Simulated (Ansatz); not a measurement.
The input, for Ansatz 0.2.0:

```yaml
crystal:
  periodic: [false, false, false]
  atoms:
    - {symbol: O, position_ang: [-0.160156, -0.049094, 0.000000]}
    - {symbol: H, position_ang: [-0.409466, 0.877481, 0.000000]}
    - {symbol: H, position_ang: [0.934844, -0.049094, 0.000000]}
    - {symbol: H, position_ang: [2.016844, -0.049094, 0.000000]}
basis:
  gaussian: {orbitals: "6-31++G**"}
magnetization: {spin_polarized: false, initial_magnetization: 1}
correlation: {active_space: {window: {electrons: 3, orbitals: 3}, states: [{multiplicity: 2, weights: [1, 1]}], root: 2}}
scf: {lower_state_search: off}
```

```sh
$ ansatz run in.yaml --threads 1 --pin off --events-out ev --progress --plain --max-ram 2393MiB
```

Q: How does this run end?

A: Refused. The input was made wrong on purpose (root beyond the states), so the run isn't a sound calculation of what was asked.
```
Error: the active space averages no state 2, counted from zero
```
